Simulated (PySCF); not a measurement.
# singlet [HO2]−: levels of theory compared

Aim: a comparison of 6 runs (B3LYP/6-31G*, BHLYP/def2-TZVPPD, BLYP/def2-TZVPPD, CAM-B3LYP/def2-TZVPPD, PBE0/def2-TZVPPD, wB97M-V/def2-TZVPPD) of singlet [HO2]−. Input form: a Python script.

The results are computed with PySCF 2.14.0.

5 further runs of the same task are left out: 5 set aside as unsound or not needed.

## 1. Starting point

[HO2]−: 3 atoms, total charge -1, spin state singlet. As SMILES of the parent species, `[O]O`. The coordinates come from a GFN2-xTB relaxation. That shape belongs to the parent species and isn't relaxed for this state.

Bond lengths: O1–O2 1.302 Å, O2–H3 0.983 Å. Angles: O1–O2–H3 108.4°.

## 2. A single-point energy at B3LYP/6-31G(d) (spherical functions) (run 1)

Input file calc.py:

```python
from pyscf import gto, dft

mol = gto.Mole()
mol.atom = '''
O     -0.692509     1.790534    -0.177956
O     -0.453175    -0.654903    -0.318324
H      1.145684    -1.135631     0.496280
'''
mol.max_memory = 1860
mol.basis = '6-31g*'
mol.charge = -1
mol.verbose = 3
mol.unit = 'bohr'
mol.build()

mf = dft.RKS(mol, xc='b3lyp')
mf.grids.level = 5
mf.conv_tol = 1e-10
mf.kernel()
if not mf.converged:
    mf = mf.newton().run(mf.mo_coeff, mf.mo_occ)

e_final = mf.e_tot
print('Final energy', e_final)
```

Started as:

```console
$ OMP_NUM_THREADS=1 python calc.py
```

Output:

```text
converged SCF energy = -150.857528772463
Final energy -150.8575287724634
```

It took 6.6 s on 1 thread of Intel Xeon at 2.70GHz, shared host; peak memory 0.2 GiB.

## 3. The energy at BHLYP/def2-TZVPPD (run 2)

Input file calc.py:

```python
from pyscf import gto, dft

molecule = gto.M(
    atom='''
O     -0.366460     0.947510    -0.094170
O     -0.239810    -0.346560    -0.168450
H      0.606270    -0.600950     0.262620
''',
    charge=-1,
    verbose=3,
    basis='def2-tzvppd',
    max_memory=1860,
)

myscf = dft.RKS(molecule)
myscf.xc = 'bhandhlyp'
myscf.conv_tol = 1e-10
myscf.grids.level = 5
myscf.kernel()
if not myscf.converged:
    myscf = myscf.newton().run(myscf.mo_coeff, myscf.mo_occ)

etot = myscf.e_tot
print('E = %.10f Eh' % etot)
```

Started as:

```console
$ OMP_NUM_THREADS=1 python calc.py
```

Output:

```text
converged SCF energy = -150.905611647944
E = -150.9056116479 Eh
```

It took 11 s on 1 thread of Intel Xeon at 2.70GHz, shared host; peak memory 0.46 GiB.

Runs 3 to 5 aren't shown in full; the table further down has their settings and results.

## 4. A single-point energy at wB97M-V/def2-TZVPPD (run 6)

Input file calc.py:

```python
from pyscf import gto, dft

mol = gto.Mole()
mol.atom = 'O -0.366460 0.947510 -0.094170; O -0.239810 -0.346560 -0.168450; H 0.606270 -0.600950 0.262620'
mol.basis = 'def2-tzvppd'
mol.verbose = 4
mol.max_memory = 1860
mol.spin = 0
mol.charge = -1
mol.build()

myscf = dft.RKS(mol, xc='wb97m-v')
myscf.grids.level = 5
myscf.conv_tol = 1e-10
myscf.nlcgrids.level = 1
myscf.kernel()
if not myscf.converged:
    myscf = myscf.newton().run(myscf.mo_coeff, myscf.mo_occ)

energy = myscf.e_tot
print(f'total energy: {energy:.8f} hartree')
```

Started as:

```console
$ OMP_NUM_THREADS=1 python calc.py
```

Output:

```text
PySCF version 2.14.0

[... 62 lines left out ...]
WARN: HOMO 0.199823270823101 == LUMO 0.20000765733863
[... 26 lines left out ...]
converged SCF energy = -150.946737138599
total energy: -150.94673714 hartree
```

It took 39 s on 1 thread of Intel Xeon at 2.70GHz, shared host; peak memory 0.54 GiB.

## 5. All runs side by side

```tsv
run	level	nlc grid	energy (Eh)	HOMO energy (eV)	LUMO energy (eV)	HOMO–LUMO gap (eV)	wall time
1	B3LYP/6-31G* (spherical functions)	–	-150.857529	4.90	9.06	4.16	6.6 s
2	BHLYP/def2-TZVPPD	–	-150.905612	0.71	5.24	4.53	11 s
3	BLYP/def2-TZVPPD	–	-150.980381	3.52	4.19	0.66	11 s
4	CAM-B3LYP/def2-TZVPPD	–	-150.947509	0.67	5.33	4.67	19 s
5	PBE0/def2-TZVPPD	–	-150.828704	2.22	4.84	2.62	11 s
6	wB97M-V/def2-TZVPPD	1	-150.946737	-0.28	5.53	5.81	39 s
```

## 6. Results

```
                                                    quantity          value
                                         run 6: total energy  -150.94674 Eh
                                          run 6: HOMO energy       -0.28 eV
                                          run 6: LUMO energy        5.53 eV
run 6: HOMO–LUMO gap (to an unbound level, set by the basis)        5.81 eV
```

**Reading.** The HOMO–LUMO gap runs from 0.66 eV (BLYP/def2-TZVPPD) to 5.81 eV (wB97M-V/def2-TZVPPD). The empty levels of an anion lie above zero and hang on the basis. Totals of different functionals can't be ranked against each other. In runs 1, 2, 3, 4, 5 the HOMO lies above zero, so the outermost electron may be held by the basis alone. All runs together took 98 s, the longest 39 s.
